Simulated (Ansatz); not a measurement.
# CHAl (singlet): wave-function methods side by side at distance Al1–C2 = 6.504 Å, 6-31G

How much of the correlation energy of CHAl (singlet) does each wave-function method recover here?

Method: 6-31G, core rule «outside noble gas», up to 6 orbitals frozen; program: Ansatz 0.2.0, Gaussian basis.

To be run: UHF; CCSD(T) on RHF; CCSD(T) on UHF; BCCD(T) on RHF; CISD; CCSDT(Q) on RHF; CCSDT(Q) on UHF; CISDTQ; CCSDTQ on RHF; CCSDTQ on UHF; CASSCF and MRCISD+Q, 2 electrons in 2 orbitals; CASSCF and NEVPT2, 2 electrons in 2 orbitals; CASSCF and MRCISD+Q, 8 electrons in 9 orbitals; CASSCF and NEVPT2, 8 electrons in 9 orbitals; Full CI; Full CI in the symmetry of the determinant.

35 further runs of the same task are left out: 7 for a known fault of the program, 22 that didn't finish, 6 set aside as unsound or not needed.

## (1) What is computed

The geometry derives from a PBE0/def2-TZVP stationary point (not a proven minimum). One bond is set to the value named and the two fragments are kept rigid.

3 atoms, charge 0, spin multiplicity 1.

Atoms are counted from 1 here; the program's logs count them from 0.

Bond lengths: Al1–H3 1.591 Å.

## (2) UHF

The input, in.yaml:

```yaml
crystal:
  periodic: [false, false, false]
  atoms:
    - {symbol: Al, position_ang: [0.000000, 0.000000, 1.637630]}
    - {symbol: C, position_ang: [0.000000, 0.000000, -4.866370]}
    - {symbol: H, position_ang: [0.000000, 0.000000, 3.228741]}
basis:
  gaussian: {orbitals: 6-31G}
magnetization: {spin_polarized: true, initial_magnetization: 0}
hamiltonian: {xc: hf}
output: {orbitals: {seedname: orbitals}}
```

Launch:

```console
> ansatz run in.yaml --threads 1 --pin off --events-out ev --progress --plain --max-ram 2393MiB
```

After this run come: CCSD(T) on RHF; CCSD(T) on UHF; BCCD(T) on RHF; CISD; CCSDT(Q) on RHF; CCSDT(Q) on UHF; CISDTQ; CCSDTQ on RHF; CCSDTQ on UHF; CASSCF and MRCISD+Q, 2 electrons in 2 orbitals; CASSCF and NEVPT2, 2 electrons in 2 orbitals; CASSCF and MRCISD+Q, 8 electrons in 9 orbitals; CASSCF and NEVPT2, 8 electrons in 9 orbitals; Full CI; Full CI in the symmetry of the determinant.

Before running them: what should the planned runs give, taken together? Wanted: FCI below the RHF energy; RMP2 from FCI; RCCSD from FCI; RCCSD(T) from FCI; RCCSDT(Q) from FCI; NEVPT2 pair from FCI; MRCISD+Q pair from FCI; T1 diagnostic; effectively unpaired electrons.

As calculated:

| quantity | value |
| --- | --- |
| FCI below the RHF energy | -3.1359 eV |
| RMP2 from FCI | +129.1 kJ/mol |
| RCCSD from FCI | +17.1 kJ/mol |
| RCCSD(T) from FCI | +11.7 kJ/mol |
| RCCSDT(Q) from FCI | +6.5 kJ/mol |
| NEVPT2 pair from FCI | +86.3 kJ/mol |
| MRCISD+Q pair from FCI | -3.1 kJ/mol |
| levels within 1 kcal/mol (43 meV) | RCCSDTQ, MRCISD+Q pair |
| T1 diagnostic | 0.010 |
| effectively unpaired electrons | 2.08 |

RCCSD(T) misses by +11.7 kJ/mol, 3.9 % of the correlation energy. MRCISD+Q pair falls below full CI: the +Q correction isn't variational, and the cores differ from full CI's. The occupations show strong static correlation (2.1 unpaired electrons where one determinant has 0). Coupled cluster on one determinant still stays close here. Of the multireference levels listed MRCISD+Q pair comes nearest in total energy (-3.1 kJ/mol), which doesn't show that its space is the better one. These misses are within one basis, not against nature.
